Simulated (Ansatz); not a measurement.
A made-up structure of BSiNH₇ (charge +1), closed shell:

```
atom    x (Å)    y (Å)    z (Å)
  B1   0.5576  -0.9718   0.8771
 Si2   0.2382   0.7423   0.0964
  N3  -1.0926   0.5461  -1.3924
  H4  -1.4992  -0.3544  -1.6456
  H5  -1.3551   1.3922  -1.8981
  H6  -0.2205   1.4889   1.2884
  H7   1.6155   1.1067  -0.3017
  H8  -0.4020  -1.4364   1.3081
  H9   0.9780  -1.7228   0.1144
 H10   1.3163  -0.9094   1.7391
```

It is relaxed with PBE-D4/def2-SVP and then PBE0-D4/def2-TZVP (Ansatz 0.2.0). Atoms count as bonded within 1.22 times the sum of their covalent radii (H–H: 0.88 Å). The end point is not checked to be a true minimum.

Question: Does its bonding change? (A judgement: the text doesn't fix the answer.)

Answer: The calculation gives: Yes. Formed: B1–H7, Si2–H8; broken: none.

Where it ends: The first stage lowers the energy by 5.76 eV in 17 steps. It ends as BSiNH₇ ([NH2][SiH]12[H][BH2]1[H]2), total charge +1:
```xyz
10
angstrom
B 0.9626 -0.9468 0.7520
Si -0.2367 0.5921 0.1809
N -1.0562 0.6058 -1.2424
H -1.0335 -0.1301 -1.9352
H -1.6490 1.3805 -1.5106
H -0.3664 1.7328 1.0888
H 1.3102 0.1140 0.0351
H -0.3390 -0.8223 0.9757
H 1.0798 -1.8796 0.0288
H 1.4644 -0.7651 1.8126
```

Labels in which every atom is bracketed show which atoms are joined, not bond orders.

For scale, one of the runs: PBE0-D4/def2-TZVP relaxation, 141 basis functions, launched by `ansatz run in.yaml --threads 2 --pin off --events-out ev --progress --plain --max-ram 4352MiB`. Hardware: 2 CPU threads of an Arm Neoverse V2, shared host. Wall time about 63 s.
